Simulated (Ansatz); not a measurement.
# C5H6S: up Jacob's ladder to CCSD(T)

How much do the methods differ for C5H6S? The plan is to run it at one geometry with functionals of several rungs and with coupled cluster, and see how far each lands from CCSD(T) at the basis-set limit for the atomisation energy.

The runs use Ansatz 0.2.0, Gaussian basis; functionals in def2-TZVPP, the program's frozen cores in correlated methods.

Plan: LDA (SPW92), PBE-D4, revPBE-D4, BLYP-D4, r2SCAN-D4, B97M-V, PBE0-D4, B3LYP-D4, r2SCANh-D4, r2SCAN0-D4, HSE06-D4, BHLYP-D4, CAM-B3LYP-D4, LC-ωPBE, ωB97X-V, ωB97M-V, B2PLYP, PBE-QIDH; CCSD(T)/def2-SVP; CCSD(T)/def2-TZVPP; MP2/def2-QZVPP; extrapolation to the limit; RPA on PBE.

**1. The relaxed structure**

The geometry comes from an earlier relaxation with PBE0-D4 in a triple-zeta def2 set; it is a stationary point, not always the lowest conformer.

SMILES `Cc1ccsc1`, 12 atoms, charge 0, spin multiplicity 1.

Atoms are counted from 1 here; the program's logs count them from 0.

Bond lengths: C1–C2 1.493 Å, C1–H7 1.091 Å, C1–H8 1.094 Å, C1–H9 1.094 Å, C2–C3 1.423 Å, C2–C6 1.366 Å, C3–C4 1.362 Å, C3–H10 1.083 Å, C4–S5 1.705 Å, C4–H11 1.079 Å, S5–C6 1.706 Å, C6–H12 1.080 Å. Angles: C2–C1–H7 111.3°, C2–C1–H8 111.2°, C2–C1–H9 111.1°, H7–C1–H8 107.9°, H7–C1–H9 107.9°, H8–C1–H9 107.2°, C1–C2–C3 124.1°, C1–C2–C6 124.7°, C3–C2–C6 111.2°, C2–C3–C4 113.2°, C2–C3–H10 123.6°, C4–C3–H10 123.3°, C3–C4–S5 111.4°, C3–C4–H11 128.2°, S5–C4–H11 120.4°, C4–S5–C6 91.9°, C2–C6–S5 112.3°, C2–C6–H12 127.5° and more.

**2. LDA**

This LDA is Slater exchange with PW92 correlation.

Contents of in.yaml:

```yaml
crystal:
  periodic: [false, false, false]
  atoms:
    - {symbol: C, position_ang: [-0.551632, -0.595343, 1.532041]}
    - {symbol: C, position_ang: [-0.153273, 0.020777, 0.231633]}
    - {symbol: C, position_ang: [0.790405, -0.552631, -0.665838]}
    - {symbol: C, position_ang: [0.987806, 0.196253, -1.785710]}
    - {symbol: S, position_ang: [0.031049, 1.606998, -1.766897]}
    - {symbol: C, position_ang: [-0.642094, 1.200435, -0.252423]}
    - {symbol: H, position_ang: [-1.287928, 0.018845, 2.051905]}
    - {symbol: H, position_ang: [-0.986601, -1.587520, 1.382280]}
    - {symbol: H, position_ang: [0.311870, -0.716449, 2.192158]}
    - {symbol: H, position_ang: [1.301480, -1.489100, -0.479574]}
    - {symbol: H, position_ang: [1.643956, -0.008513, -2.617763]}
    - {symbol: H, position_ang: [-1.368038, 1.851049, 0.212188]}
basis:
  gaussian: {orbitals: def2-TZVPP}
hamiltonian: {xc: lda}
output: {orbitals: {seedname: orbitals}}
```

The run is started by

```sh
ansatz run in.yaml --threads 4 --pin off --events-out ev --progress --plain --max-ram 10444MiB
```

After this run come: PBE-D4 (GGA); revPBE-D4 (GGA); BLYP-D4 (GGA); r2SCAN-D4 (meta-GGA); B97M-V (meta-GGA); B3LYP-D4 (hybrid); r2SCANh-D4 (hybrid); r2SCAN0-D4 (hybrid); HSE06-D4 (hybrid); BHLYP-D4 (hybrid); CAM-B3LYP-D4 (range-separated); LC-ωPBE (range-separated); ωB97X-V (range-separated); ωB97M-V (range-separated); B2PLYP (double hybrid); PBE-QIDH (double hybrid); CCSD(T) in def2-SVP; CCSD(T) in def2-TZVPP; MP2 in def2-QZVPP; RPA on PBE orbitals.

Before running them: what should the planned runs give, taken together? Wanted: atomisation energy, CCSD(T)/CBS; farthest beyond LDA; mean size of error, GGA; mean size of error, meta-GGA; mean size of error, hybrid; mean size of error, range-separated; mean size of error, double hybrid; gap, smallest and largest; T1 diagnostic.

As calculated:

| quantity | value |
| --- | --- |
| atomisation energy, CCSD(T)/CBS | 54.531 eV |
| functionals within 0.273 eV (0.5 %) | BLYP-D4, B3LYP-D4, r2SCANh-D4, r2SCAN0-D4, CAM-B3LYP-D4, LC-ωPBE, ωB97X-V |
| farthest beyond LDA | PBE-D4 (+2.091 eV) |
| mean size of error, GGA | 0.982 eV |
| mean size of error, meta-GGA | 0.529 eV |
| mean size of error, hybrid | 0.717 eV |
| mean size of error, range-separated | 0.224 eV |
| mean size of error, double hybrid | 0.384 eV |
| gap, smallest and largest | 4.52 eV (BLYP-D4), 11.14 eV (LC-ωPBE) |
| T1 diagnostic | 0.0121 |
| triples share of the correlation energy | 5.0 % |

What this shows: The LDA atomisation energy is off by 8.752 eV (16 %): it overbinds. PBE-D4 is off by +2.091 eV. Double hybrids carry the basis error of their MP2 part in triple zeta, and no dispersion term here, so their miss is partly the set-up's. Taken by rung, range-separated functionals do best (0.224 eV on average) and GGA ones worst beyond LDA (0.982 eV). The reference freezes the cores and leaves out relativity and excitations past (T), so misses under about 0.273 eV can't be ranked. Hartree-Fock recovers 73 % of the binding; the rest is correlation. CCSD(T) in def2-SVP is off by -2.299 eV, more than most functionals: a good method in a small basis is no reference. Orbital gaps span 4.5 to 11.1 eV; exact exchange widens them. The restricted reference is unstable towards a spin-broken one.
